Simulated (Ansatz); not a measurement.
**CH₆NSi radical: a ladder of functionals and wavefunction methods**

The task here is to estimate one member of a computed series from the others.

Method: functionals in def2-TZVPP, the program's frozen cores in correlated methods; program: Ansatz 0.2.0, Gaussian basis.

The runs, in order: LDA (SPW92), PBE-D4, revPBE-D4, BLYP-D4, r2SCAN-D4, B97M-V, PBE0-D4, B3LYP-D4, r2SCANh-D4, r2SCAN0-D4, HSE06-D4, BHLYP-D4, CAM-B3LYP-D4, LC-ωPBE, ωB97X-V, ωB97M-V, B2PLYP, PBE-QIDH; CCSD(T)/def2-SVP; CCSD(T)/def2-TZVPP; CCSD(T)/def2-QZVPP; extrapolation to the limit; RPA on PBE.

## The geometry

The geometry comes from an earlier relaxation with PBE0-D4 in a triple-zeta def2 set; it is a stationary point, not always the lowest conformer.

SMILES `C[SiH]N`, 9 atoms, charge 0, spin multiplicity 2.

Atoms are counted from 1 here; the program's logs count them from 0.

Bond lengths: C1–Si2 1.876 Å, C1–H4 1.094 Å, C1–H5 1.092 Å, C1–H6 1.093 Å, Si2–N3 1.730 Å, Si2–H7 1.497 Å, N3–H8 1.008 Å, N3–H9 1.009 Å. Angles: Si2–C1–H4 110.5°, Si2–C1–H5 110.3°, Si2–C1–H6 111.2°, H4–C1–H5 108.6°, H4–C1–H6 108.4°, H5–C1–H6 107.7°, C1–Si2–N3 108.6°, C1–Si2–H7 111.3°, N3–Si2–H7 105.8°, Si2–N3–H8 119.1°, Si2–N3–H9 119.4°, H8–N3–H9 110.4°.

Set-up of the first run:

in.yaml reads:

```yaml
crystal:
  periodic: [false, false, false]
  atoms:
    - {symbol: C, position_ang: [-0.678396, 0.810636, -0.837431]}
    - {symbol: Si, position_ang: [0.852586, 0.192450, 0.052749]}
    - {symbol: N, position_ang: [0.372802, -1.000401, 1.210033]}
    - {symbol: H, position_ang: [-1.205214, -0.020311, -1.315689]}
    - {symbol: H, position_ang: [-0.403191, 1.537608, -1.604726]}
    - {symbol: H, position_ang: [-1.365861, 1.302672, -0.145155]}
    - {symbol: H, position_ang: [1.784742, -0.503807, -0.889174]}
    - {symbol: H, position_ang: [1.077188, -1.586599, 1.630629]}
    - {symbol: H, position_ang: [-0.346157, -0.778648, 1.881665]}
basis:
  gaussian: {orbitals: def2-TZVPP}
magnetization: {spin_polarized: true, initial_magnetization: 1}
hamiltonian: {xc: lda}
output: {orbitals: {seedname: orbitals}}
```

Started as:

```
$ ansatz run in.yaml --threads 2 --pin off --events-out ev --progress --plain --max-ram 32768MiB --backend cpu
```

Among the steps run: LDA; PBE-D4 (GGA); revPBE-D4 (GGA); BLYP-D4 (GGA); r2SCAN-D4 (meta-GGA); B97M-V (meta-GGA); PBE0-D4 (hybrid); B3LYP-D4 (hybrid); r2SCANh-D4 (hybrid); r2SCAN0-D4 (hybrid); HSE06-D4 (hybrid); BHLYP-D4 (hybrid); CAM-B3LYP-D4 (range-separated); LC-ωPBE (range-separated); ωB97X-V (range-separated); ωB97M-V (range-separated); B2PLYP (double hybrid); PBE-QIDH (double hybrid).

One table of the session follows, with a row left open; its other results are not shown here.

It belongs to the step «Frontier levels by functional». 

| functional | HOMO (eV) | gap (eV) |
| --- | --- | --- |
| LDA (SPW92) | -3.79 | 1.12 |
| PBE-D4 | -3.83 | 1.57 |
| revPBE-D4 | -3.82 | 1.68 |
| BLYP-D4 | -3.66 | 1.33 |
| r2SCAN-D4 | -4.16 | 2.37 |
| B97M-V | ? | ? |
| PBE0-D4 | -4.99 | 3.63 |
| B3LYP-D4 | -4.73 | 2.95 |
| r2SCANh-D4 | -4.59 | 3.09 |
| r2SCAN0-D4 | -5.23 | 4.17 |
| HSE06-D4 | -4.59 | 2.85 |
| BHLYP-D4 | -5.98 | 5.37 |
| CAM-B3LYP-D4 | -6.22 | 5.71 |
| LC-ωPBE | -7.64 | 8.54 |
| ωB97X-V | -7.14 | 7.50 |
| ωB97M-V | -6.77 | 6.96 |

Q: Estimate the row for B97M-V from the others.

**Answer.** HOMO (eV): -3.89; gap (eV): 1.48. In the column «HOMO (eV)» it lies between r2SCAN-D4 (-4.16) and PBE-D4 (-3.83).
